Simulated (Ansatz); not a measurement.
The input, for Ansatz 0.2.0:

```yaml
crystal:
  periodic: [false, false, false]
  atoms:
    - {symbol: Ge, position_ang: [-0.054576, -0.034702, 0.616760]}
    - {symbol: O, position_ang: [0.164100, 0.199044, -2.739009]}
    - {symbol: H, position_ang: [0.731971, -1.293024, 1.088492]}
    - {symbol: H, position_ang: [0.599973, 1.272353, 1.118809]}
    - {symbol: H, position_ang: [-0.003632, -0.637941, -3.178520]}
basis:
  gaussian: {orbitals: cc-pVDZ}
magnetization: {spin_polarized: false, initial_magnetization: 1}
correlation: {active_space: {window: {electrons: 9, orbitals: 5}}}
scf: {lower_state_search: off}
output: {forces: true}
```

```sh
$ ansatz run in.yaml --threads 1 --pin off --events-out ev --progress --plain --max-ram 2393MiB
```

(1) Roughly how long does this take on 1 thread of Arm Neoverse V1, shared host, and how much host memory?

```
these checks for a lower state are left out or cut short: stability, starts, cluster_reference, orbital_swaps, neighbouring_geometries, increment
589 factors; integrals over basis functions are off by at most 9.9e-4 eV
mean field evaluation 1: about -58545.0807 eV, gradient 4.8e1 eV
mean field evaluation 2: about -58545.0938 eV, gradient 4.8e1 eV
mean field evaluation 4: about -58548.8793 eV, gradient 2.6e1 eV
mean field evaluation 8: about -58551.7815 eV, gradient 1.3e1 eV
mean field evaluation 16: about -58554.1940 eV, gradient 7.4e-1 eV
mean field -58554.20170137 eV, -2151.8272230620 hartree, gradient 2.2e-6 eV, S^2 0.750000; 0 other end points of the search recorded, 0 dependent functions left out
reference -58554.20170137 eV, -2151.8272230620 hartree; 22, 21 occupied and 34, 35 virtual orbitals, 589 factors
state -58554.20170137 eV, -2151.8272230620 hartree
the calculation of the forces begins
Total energy: -58554.20170137 eV, -2151.8272230620 hartree
Atom 0 at    -0.054576    -0.034702     0.616760 Å, force    -1.906859    -0.213218    -0.992928 eV/Å
Atom 1 at     0.164100     0.199044    -2.739009 Å, force     0.094948    -0.112980    -0.034725 eV/Å
Atom 2 at     0.731971    -1.293024     1.088492 Å, force     0.892303     0.248806     0.447922 eV/Å
Atom 3 at     0.599973     1.272353     1.118809 Å, force     0.944959    -0.041645     0.494836 eV/Å
Atom 4 at    -0.003632    -0.637941    -3.178520 Å, force    -0.025351     0.119037     0.084895 eV/Å
Dipole moment:     0.082749    -0.288381    -0.166440 e Å
Checks for a lower state left out: stability, starts, cluster_reference, orbital_swaps, neighbouring_geometries, increment
```

Natural occupations: 2.0000 2.0000 2.0000 2.0000 1.0000.

Forces (eV/Å):
```
Ge  -1.907 -0.213 -0.993
O    0.095 -0.113 -0.035
H    0.892  0.249  0.448
H    0.945 -0.042  0.495
H   -0.025  0.119  0.085
```

Answers

(1) 1.1 s wall and 0.24 GiB.
